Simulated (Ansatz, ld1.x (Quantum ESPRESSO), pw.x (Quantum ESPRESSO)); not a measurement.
# pw.x on bcc Mo: one setting changed

Potential: ultrasoft, ld1.x (Quantum ESPRESSO) 7.5, PBEsol; core [Ar] 3d10, reference 4s2 4p6 4d5 5s1 5p0; waves: 4s (bound): rcut 1.65, rcutus 2.10 bohr; 5s (bound): rcut 1.65, rcutus 2.10 bohr; 4p (bound): rcut 1.95, rcutus 2.25 bohr; 5p (bound, empty): rcut 1.95, rcutus 2.25 bohr; 4d (bound): rcut 1.85, rcutus 2.15 bohr; 4d channel at 0.5 Ry: rcut 1.85, rcutus 2.15 bohr; local part: all-electron potential smoothed inside 1.65 bohr (lloc = -2); core correction: Bessel-smoothed model core inside 1.20 bohr; augmentation: PSQ, inside the norm-conserving radii.

The reference run (k-mesh 15³, cutoffs 50/400 Ry, Fermi–Dirac 0.01 Ry, mixing_beta 0.4, conv_thr 1e-9, no spin) gives 1.37 GPa at 15.327 Å³/atom, where all-electron LAPW gives 0.24 GPa. This run, with its own iteration cap, changes k-mesh shift to 1.

```
&control
  calculation='scf', prefix='x', pseudo_dir='./', outdir='./tmp', tstress=.true., disk_io='none'
/
&system
  ibrav=0, nat=1, ntyp=1, ecutwfc=50, ecutrho=400, nbnd=15,
  occupations='smearing', smearing='fd', degauss=0.01
/
&electrons
  conv_thr=1e-09, mixing_beta=0.4, electron_maxstep=60
/
ATOMIC_SPECIES
Mo 1.0 Mo.UPF
CELL_PARAMETERS angstrom
  -1.56482481 1.56482481 1.56482481
  1.56482481 -1.56482481 1.56482481
  1.56482481 1.56482481 -1.56482481
ATOMIC_POSITIONS crystal
Mo 0.0000 0.0000 0.0000
K_POINTS automatic
15 15 15 1 1 1
```

```bash
pw.x < Mo.scf.in > Mo.scf.out
```

Problem. How does the run end?

Solution. It converges in 10 iterations; the free energy moves by -4.2 meV/atom and the pressure by -0.21 GPa.

```
Message from routine setup:
     using ibrav=0 with symmetry is DISCOURAGED, use correct ibrav instead
     lattice parameter (alat)  =       5.1218  a.u.
     unit-cell volume          =     103.4317 (a.u.)^3
     number of electrons       =        14.00
     number of Kohn-Sham states=           15
     kinetic-energy cutoff     =      50.0000  Ry
     charge density cutoff     =     400.0000  Ry
     scf convergence threshold =      1.0E-09
     Exchange-correlation= PBESOL
     number of k points=   120  Fermi-Dirac smearing, width (Ry)=  0.0100
     iteration #  1     ecut=    50.00 Ry     beta= 0.40
     total energy              =    -143.07210577 Ry
     estimated scf accuracy    <       0.14734505 Ry
     iteration #  2     ecut=    50.00 Ry     beta= 0.40
     total energy              =    -143.00481149 Ry
     estimated scf accuracy    <       1.49590160 Ry
     iteration #  3     ecut=    50.00 Ry     beta= 0.40
     total energy              =    -143.09302362 Ry
     estimated scf accuracy    <       0.03325836 Ry
     [... 4 iterations left out ...]
     iteration #  8     ecut=    50.00 Ry     beta= 0.40
     total energy              =    -143.09488537 Ry
     estimated scf accuracy    <          2.5E-09 Ry
     iteration #  9     ecut=    50.00 Ry     beta= 0.40
     total energy              =    -143.09488537 Ry
     estimated scf accuracy    <          9.0E-09 Ry
     iteration # 10     ecut=    50.00 Ry     beta= 0.40
     the Fermi energy is    21.2459 ev
!    total energy              =    -143.09488537 Ry
     estimated scf accuracy    <          5.9E-10 Ry
     smearing contrib. (-TS)   =      -0.00276380 Ry
     The total energy is F=E-TS. E is the sum of the following terms:
     one-electron contribution =     -22.87156661 Ry
     hartree contribution      =      20.39212165 Ry
     xc contribution           =     -20.00598592 Ry
     ewald contribution        =    -120.60669069 Ry
     convergence has been achieved in  10 iterations
          total   stress  (Ry/bohr**3)                   (kbar)     P=       11.61
     Message from routine punch:
     Nothing written, as per user request (disk_io='none')
```

The run took about 20 s on one core of a shared host (Neoverse-V1, 32 threads, 247 GiB, load 11).
